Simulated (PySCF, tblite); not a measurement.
**Complex of hydronium and 2 × acetonitrile**

A gas-phase complex of hydronium and 2 × acetonitrile; charge +1, singlet. The structure comes from a short search (6 tight-binding starts) and was relaxed by PBE0-D3(BJ)/def2-SVPD; another way of binding may lie lower. No frequency run checks that it is a minimum.

```tsv
part	name	SMILES	atoms	charge	multiplicity
1	hydronium	[OH3+]	1–4	+1	1
2	acetonitrile	CC#N	5–10	0	1
3	acetonitrile	CC#N	11–16	0	1
```

```xyz
16

O     0.167   -0.404    0.001
H     0.081   -1.455    0.020
H     0.040   -0.039   -0.884
H     1.012   -0.001    0.484
C    -0.508   -5.473    0.289
C    -0.276   -4.052    0.178
N    -0.093   -2.918    0.090
H    -1.278   -5.779   -0.432
H     0.422   -6.019    0.081
H    -0.850   -5.711    1.306
C     4.086    1.653    2.579
C     3.015    1.055    1.816
N     2.159    0.578    1.210
H     3.786    1.736    3.633
H     4.987    1.029    2.506
H     4.306    2.655    2.185
```
Atoms count from 1 in this order.

| contact | kind (by geometry) | distance (Å) | angle (°) |
| --- | --- | --- | --- |
| H2···N7 | hydrogen bond | 1.475 | 177 |
| H4···N13 | hydrogen bond | 1.476 | 178 |

Deforming the relaxed parts to their shape here costs 5.4 kcal/mol, which the interaction energies leave out.

Interaction energies are complex less parts, with the parts frozen as they stand in it; counterpoise-corrected, in kcal/mol (PySCF).

Task: How strongly do the parts interact, level by level?

Result: 
```tsv
level	interaction	superposition error removed
wB97M-D3(BJ)/def2-SVPD	-77.64	-3.67
PBE0-D3(BJ)/def2-SVPD	-81.53	-3.57
```

Task: What holds them together? Decompose the wB97M-D3(BJ)/def2-SVPD energy: frozen parts, their antisymmetrised product, then relaxation.

Result: electrostatic -77.6, Pauli repulsion +65.0, orbital relaxation -66.6, dispersion correction -2.2 kcal/mol, which sum to the value before the counterpoise correction; the Pauli term holds the exchange-correlation of the frozen density too. Of the attraction, 53 % is electrostatic, 45 % is orbital relaxation, 1 % is dispersion correction.

Task: Are the pair energies additive?

Result: The pairs sum to -88.62 kcal/mol (1–2 -45.3, 1–3 -45.2, 2–3 1.9); the rest of +10.98 is a many-body weakening.

The parts were also relaxed and run alone, at the levels used for the complex: shieldings by PBE0/pcSseg-1; core levels by delta-SCF with SCAN, pcX-2 on the ionised atom and pcseg-1 elsewhere, spin-free X2C.

Task: How do these values change when the complex forms?

Result: 
| property | alone | in the complex | change |
| --- | --- | --- | --- |
| O1–H2 bond (Å) | 0.980 | 1.055 | +0.075 |
| shielding of H2 (ppm) | 23.85 | 17.16 | -6.70 |
| shielding of N7 (ppm) | -39.4 | 28.3 | +67.8 |
| shielding of H4 (ppm) | 23.85 | 17.21 | -6.64 |
| shielding of N13 (ppm) | -39.4 | 28.1 | +67.6 |
| O1 1s core level (eV) | 552.23 | 545.00 | -7.24 |
| N7 1s core level (eV) | 405.35 | 409.74 | +4.40 |
| N13 1s core level (eV) | 405.35 | 409.74 | +4.39 |

The core-hole states of N7, N13 are spin-contaminated (⟨S²⟩ 0.81, 0.81 against 0.75 for a pure doublet), so those values and differences from them are less sure.

Density functionals tend to overstate the lengthening and the red shift of so strongly bound an X–H bond.
